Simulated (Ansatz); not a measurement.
# Be2 (triplet): wave-function methods side by side, def2-QZVPP

An exercise on one series of results from a longer session: the logs are not shown, and one member is left open.

Program: Ansatz 0.2.0, Gaussian basis. Level of theory: def2-QZVPP, core rule «outside noble gas», up to 2 orbitals frozen. These are calculated values, not measurements.

Plan: UHF; ROHF; CCSD(T) on UHF.

2 further runs of the same task are left out: 2 set aside as unsound or not needed.

### The system

The geometry is a PBE0/def2-TZVP stationary point (not a proven minimum) of the parent state, kept for this charge and spin.

2 atoms, charge 0, spin multiplicity 3.

Atoms are counted from 1 here; the program's logs count them from 0.

No contacts short enough for the rule that draws bonds.

Set-up of the first run:

File in.yaml:

```yaml
crystal:
  periodic: [false, false, false]
  atoms:
    - {symbol: Be, position_ang: [0.000000, 0.000000, 0.000000]}
    - {symbol: Be, position_ang: [0.000000, 0.000000, 2.516200]}
basis:
  gaussian: {orbitals: "def2-QZVPP.json"}
magnetization: {spin_polarized: true, initial_magnetization: 2}
hamiltonian: {xc: hf}
output: {orbitals: {seedname: orbitals}}
```

Command:

```sh
> ansatz run in.yaml --threads 1 --pin off --events-out ev --progress --plain --max-ram 2393MiB
```

Steps of the session up to this table: UHF; ROHF; CCSD(T) on UHF.

One table of the session follows, with a row left open; its other results are not shown here.

It belongs to the step «Misses and costs». 

| method | from UCCSD(T) (meV) |
| --- | --- |
| ROHF | +1569.7 |
| UHF | +1534.5 |
| UMP2 | ? |
| UCCSD | +53.6 |
| UCCSD(T) | 0 |

Q: Estimate the row for UMP2 from the others.

**Answer.** from UCCSD(T) (meV): +489.3. In the column «from UCCSD(T) (meV)» it lies between UCCSD (+53.6) and UHF (+1534.5).
